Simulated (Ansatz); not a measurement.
Reaction (SMILES): C=C=O → [CH]=C=O + H atom
B3LYP-D3(BJ)/def2-TZVP geometries, fixed; electronic energies without zero-point terms.
Largest species:
```xyz
5

C      0.0091     0.0017    -1.2056
C     -0.0008    -0.0001     0.1027
H      0.0282     0.9401    -1.7377
H     -0.0018    -0.9351    -1.7406
O     -0.0096    -0.0018     1.2620
```

The bond dissociation energy at MP2 with Ansatz (an electronic-structure program), in kcal/mol, split into its Hartree-Fock and correlation parts. Cores are frozen. Open shells are unrestricted. No added dispersion term, no relativity. Functions are those of the species that has most.

```csv
basis,X,functions,Hartree-Fock,MP2
cc-pVDZ,2,52,90.06,109.98
cc-pVTZ,3,118,90.78,114.04
cc-pVQZ,4,225,90.85,115.22
cc-pV5Z,5,383,90.88,115.64
```

Worked estimate of the basis-set limit from each neighbouring pair, with Hartree-Fock from the larger set and the correlation part extrapolated as X^-3.
Correlation parts: X = 2: 19.92, X = 3: 23.26, X = 4: 24.37, X = 5: 24.76.
- (2,3): (27·(23.26) - 8·(19.92))/19 = 24.67; with Hartree-Fock 90.78 the estimate is 115.45 kcal/mol.
- (3,4): (64·(24.37) - 27·(23.26))/37 = 25.18; with Hartree-Fock 90.85 the estimate is 116.03 kcal/mol.
- (4,5): (125·(24.76) - 64·(24.37))/61 = 25.17; with Hartree-Fock 90.88 the estimate is 116.05 kcal/mol.
The last two estimates differ by 0.02 kcal/mol; the largest set lies 0.41 from the last. Over the last step Hartree-Fock moves by 0.03 and the correlation part by 0.39.
